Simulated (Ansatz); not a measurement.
Base system: W in the bcc (W type) structure (space group Im-3m, No. 229).

Space group Im-3m (No. 229); a = b = c = 3.1543 Å, α = β = γ = 90.00°

```tsv
atom	site	symmetry	x	y	z
W	2a	m-3m	0.0000	0.0000	0.0000
```
(The calculation used a cell of 1 atom; values per cell refer to that cell.)

Computed with PBEsol, PAW, 420 eV (Ansatz, a first-principles code; scalar-relativistic without spin-orbit coupling).

Modification: Cr takes the place of W on all its sites, then cell and atoms are relaxed.

Measured lattice parameter a: W 3.16 Å (static lattice; corrected from measurement; as listed in Daniel Mejia-Rodriguez, S. B. Trickey, Phys. Rev. B (2018)); Cr 2.877 Å (static lattice; corrected from measurement; as listed in H. Levämäki et al., Physical Review B (2014)).

Problem. How well does PBEsol reproduce the measured shift?

Solution. With PBEsol the lattice parameter a moves by -0.340 Å (3.154 → 2.814) against -0.283 Å measured.

No phonon test of stability was made. Seeded moments were not kept for W → Cr. The final runs are not spin-polarised. Real Cr is antiferromagnetic at low temperature and ambient pressure, an order that this cell doesn't hold.
